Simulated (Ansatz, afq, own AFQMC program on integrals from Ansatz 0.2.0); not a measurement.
AFQMC on a folder of integrals that Ansatz 0.2.0 wrote.

```yaml
crystal:
  periodic: [false, false, false]
  atoms:
    - {symbol: C, position_ang: [-1.322056, 1.572190, 0.773476]}
    - {symbol: C, position_ang: [-0.912196, 0.341563, 1.489860]}
    - {symbol: H, position_ang: [-1.875779, 1.346465, -0.152043]}
    - {symbol: H, position_ang: [-1.993461, 2.207877, 1.387329]}
    - {symbol: H, position_ang: [-0.459141, 2.204211, 0.509029]}
    - {symbol: H, position_ang: [-0.054538, 0.343994, 2.167421]}
    - {symbol: H, position_ang: [-1.543729, -0.550500, 1.482229]}
basis:
  gaussian: {orbitals: def2-TZVP}
magnetization: {spin_polarized: true, initial_magnetization: 1}
correlation: {method: ccsd_t, electrons: outside_noble_gas, hamiltonian_folder: ham}
```

```sh
$ ansatz run in.yaml --threads 1 --pin off --events-out ev --progress --plain --max-ram 15360MiB --backend cuda --devices 0, --max-vram 18GiB
```

afq runs on the folder ham with

```
--method phaseless --trial hf --walkers 1300 --populations 20 --least-time 40 --time-step 0.005 --steps-per-block 20 --equilibration-blocks 112 --max-blocks 4000 --target-error 0.00063 --factor-cut 1e-05 --start spin_pure --seed 4874 --taylor-order 6
```

Times are imaginary, in 1/Eh. The walk had a cap of 95 s. With eight or more populations the least sampling time is a fifth of least-time, and the error comes from their spread.

Log:

```
orbitals 90  electrons 7 6  factors 642 of 642
reference energy -78.62749221 Eh
CCSD correlation -0.35102781 Eh in 11 cycles, weight of the determinant in the CISD state 0.8822
energy of the start -78.627885 Eh
 block  time / (1/Eh)  mean weight  energy / Eh
     1     0.100  1.0018  -78.728273
     2     0.200  1.0033  -78.791910
     3     0.300  1.0024  -78.838921
     4     0.400  1.0022  -78.868170
     5     0.500  1.0017  -78.896443
     7     0.700  1.0006  -78.923534
     9     0.900  0.9999  -78.948316
    24     2.400  0.9999  -78.982499
    70     7.000  0.9999  -78.995072
    93     9.300  1.0005  -79.009694
   116    11.600  0.9998  -78.985724
   162    16.200  1.0002  -78.997053
   208    20.800  1.0008  -78.990562
   254    25.400  1.0000  -78.987747
   300    30.000  1.0000  -78.989789
   346    34.600  0.9999  -78.998674
   392    39.200  0.9997  -78.997403
   438    43.800  1.0000  -78.989092
   484    48.400  0.9994  -78.981936
   530    53.000  1.0004  -79.003964
   553    55.300  1.0001  -78.978489
   576    57.600  1.0004  -78.998743
   622    62.200  1.0005  -78.997915
   668    66.800  1.0003  -78.987050
   714    71.400  0.9988  -78.986677
   760    76.000  0.9997  -78.999760
   806    80.600  0.9999  -78.986863
   852    85.200  0.9999  -78.995996
   898    89.800  1.0000  -78.988864
   921    92.100  0.9997  -78.996064
error from the spread of 20 populations
energy -78.992452 +/- 0.000618 Eh
(rows thinned)
```

The run passed its tests (sampling time, drift between the halves within three errors, error under three times the target), which doesn't prove that it has relaxed.

Against this walk (error 16.8 meV) on the same determinant: CCSD(T) 70.6 meV higher, a separate phaseless walk with a CISD trial and standard settings 47.9 ± 17.2 meV higher. The error is statistical and leaves out the bias of the constraint. None of these is a sure reference here.

Cautions: constraint bias not in the error.

The walk took 77 s on 1 × NVIDIA H100 80GB HBM3 with 2 threads of AMD EPYC 7R13 Processor (Zen 3), with other jobs on the host (the card was shared). The log's last line is the phaseless energy.
